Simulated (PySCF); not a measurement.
# How well do the runs reproduce experiment for 1-pentene?

**Measured values to compare with.**

From NIST CCCBDB Release 22 (SRD 101), experimental polarizabilities, for the gas: mean polarisability 9.65 Å³.

How close the calculation comes is told at the end.

1-pentene, C5H10.
Numbering: `[CH2:1]=[CH:2][CH2:3][CH2:4][CH3:5]` (hydrogens: H6, H7 on C1; H8 on C2; H9, H10 on C3; H11, H12 on C4; H13, H14, H15 on C5)

Geometry (PBE0-D3(BJ)/def2-TZVP, Å), atoms numbered from 1 in this order:
```xyz
15
C5H10 angstrom
C      2.1676    1.4048    0.6332
C      1.5820    0.3923    0.0101
C      0.3345   -0.2879    0.4622
C     -0.8094   -0.1520   -0.5390
C     -2.0553   -0.9055   -0.1089
H      1.7614    1.8038    1.5577
H      3.0693    1.8681    0.2496
H      2.0184    0.0212   -0.9167
H      0.0266    0.1133    1.4337
H      0.5380   -1.3560    0.6142
H     -1.0397    0.9100   -0.6726
H     -0.4753   -0.5158   -1.5172
H     -2.4200   -0.5443    0.8567
H     -2.8638   -0.7893   -0.8340
H     -1.8524   -1.9749   -0.0046
```

Runs made with PySCF (gas phase, on this PBE0-D3(BJ)/def2-TZVP geometry; no spin–orbit coupling):

```tsv
level	job	basis functions
CAM-B3LYP/aug-cc-pVTZ	10 singlets by full TDDFT, 4 Tamm–Dancoff triplets, polarisability	460
PBE0/aug-cc-pVTZ	10 singlets by full TDDFT, 4 Tamm–Dancoff triplets, polarisability, dynamic polarisability	460
wB97X-D/aug-cc-pVTZ	10 singlets by full TDDFT, 4 Tamm–Dancoff triplets, polarisability, ΔSCF ions	460
```

**Comparison with experiment**

**Mean polarisability.** Measured: 9.65 Å³ (NIST CCCBDB Release 22 (SRD 101), experimental polarizabilities).

```json
{"level": "CAM-B3LYP/aug-cc-pVTZ", "computed (Å³)": "9.65", "computed − measured (Å³)": "0.00", "% (from the printed values)": "0"}
{"level": "PBE0/aug-cc-pVTZ", "computed (Å³)": "9.73", "computed − measured (Å³)": "+0.08", "% (from the printed values)": "+1"}
{"level": "wB97X-D/aug-cc-pVTZ", "computed (Å³)": "9.66", "computed − measured (Å³)": "+0.01", "% (from the printed values)": "0"}
```

Closest is CAM-B3LYP/aug-cc-pVTZ (0.00 Å³), furthest PBE0/aug-cc-pVTZ (+0.08 Å³); one molecule doesn't rank methods. The computed values are static and purely electronic, with core orbitals frozen in the response (1 au = 0.148185 Å³). The table of measured values doesn't say here whether a value is static or optical, or holds a vibrational part. The measurement averages over conformers, the calculation has one.

The geometry is computed, not the measured one. Where a level misses, the cause wasn't examined.
